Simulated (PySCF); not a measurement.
Species: C₄H₅NS.
Numbering: `[N:1]#[C:2][C@H:3]1[CH2:4][CH2:5][S:6]1` (hydrogens: H7 on C3; H8, H9 on C4; H10, H11 on C5)

Geometry (GFN2-xTB, Å), atoms numbered from 1 in this order:
```
atom  x, y, z in Å
N1     3.033    0.274    0.433
C2     1.979    0.344   -0.007
C3     0.645    0.418   -0.520
C4    -0.277   -0.743   -0.104
C5    -1.360    0.110    0.559
S6    -0.407    1.666    0.362
H7     0.663    0.630   -1.592
H8    -0.633   -1.329   -0.951
H9     0.215   -1.413    0.601
H10   -1.555   -0.114    1.605
H11   -2.297    0.159    0.008
```

Method: TDDFT wB97X-D/def2-SVPD, vertical, gas phase, core orbitals frozen in the response (PySCF 2.14.0, density-fitted response routines).

Ground-to-excited transition dipoles (e·a0, same axes as the geometry; the sign carries no meaning), for the states with f of 0.002 or more among the lowest 8:

```
state  E (eV)      μx      μy      μz
   S2   5.904  -0.214   0.096  -0.171
   S3   6.585   0.189  -0.275   0.203
   S4   6.824  -0.603   0.082   0.186
   S5   7.200   0.237  -0.087   0.024
   S6   7.298  -0.012  -0.313  -0.224
   S7   7.596  -0.181   0.261   0.092
   S8   7.721   0.200   0.158  -0.054
```

Task: Work out the oscillator strengths.

Result: f = (2/3) ΔE |μ|² with ΔE in hartree (27.2114 eV).

| state | \|μ\|² (au) | \|μ\| (D) | f |
| --- | --- | --- | --- |
| S2 | 0.084 | 0.74 | 0.012 |
| S3 | 0.153 | 0.99 | 0.025 |
| S4 | 0.405 | 1.62 | 0.068 |
| S5 | 0.064 | 0.64 | 0.011 |
| S6 | 0.148 | 0.98 | 0.027 |
| S7 | 0.110 | 0.84 | 0.020 |
| S8 | 0.068 | 0.66 | 0.013 |

Task: Which bond between heavy atoms lies closest to the direction of the S4 transition dipole?

Result: C4–C5, at 30° from it; next C2–C3 at 38°.

Task: What angle do the transition dipoles of S6 and S8 make?

Result: |cos θ| = |μa·μb| / (|μa| |μb|) = 0.40, so θ ≈ 67° (taken between 0 and 90°, since the signs are arbitrary).

Task: How is the summed strength of these states shared among x, y and z?

Result: (2/3) Σ ΔE μα² gives 0.097 for x, 0.051 for y and 0.028 for z, 0.176 in all.

Task: What peak molar absorption coefficient would the strongest computed level give as a lone Gaussian band 0.5 eV wide at half height?

Result: ε(max) = 2.175×10⁸ f / FWHM, with the width in cm⁻¹. S4: 2.175×10⁸ × 0.0677 / 4033 ≈ 3600 L mol⁻¹ cm⁻¹.
